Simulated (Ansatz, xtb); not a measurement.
**Redistribution: C2H3F + C4H6 → C2H4 + C4H5F**

Gas-phase species: C2H3F `C=CF`, singlet; C4H6 `CC#CC`, singlet; C2H4 (ethylene) `C=C`, singlet; C4H5F `CC#CCF`, singlet. The partners trade F for H; both sit on C, so the bond types are kept.

Shapes, held fixed at every level: PBE0-D4/def2-TZVP. Programs: Ansatz 0.2.0, xtb 6.7.1. The zero-point and thermal change to 298 K, harmonic and unscaled (PBE0-D4/def2-TZVP), is +1.1 kJ/mol.

Estimate ΔH(298 K) of this reaction.

The highest level, CCSD(T)/CBS estimate, gives ΔH(298 K) = +25.8 kJ/mol; the levels span +22.9 to +33.2. The column of differences is taken from that level and isn't an error. No measured value is set beside it here. The CBS estimate extrapolates MP2 from def2-TZVPP and def2-QZVPP and adds CCSD(T) − MP2 in the triple-zeta set, cores frozen.

| level | kind | ΔH(298 K) (kJ/mol) | less CCSD(T)/CBS estimate |
| --- | --- | --- | --- |
| GFN2-xTB | semi-empirical | +30.3 | +4.5 |
| HF/def2-TZVPP | Hartree–Fock | +22.9 | -2.9 |
| PBE-D4/def2-TZVPP | GGA | +33.2 | +7.4 |
| r2SCAN-D4/def2-TZVPP | meta-GGA | +33.0 | +7.2 |
| r2SCAN0-D4/def2-TZVPP | global hybrid | +32.6 | +6.8 |
| MP2/def2-TZVPP | perturbation theory | +27.3 | +1.5 |
| CCSD(T)/def2-SVP | coupled cluster or CI | +28.2 | +2.4 |
| CCSD/def2-SVP | coupled cluster or CI | +27.6 | +1.8 |
| CCSD(T)/CBS estimate | coupled cluster or CI | +25.8 | 0.0 |
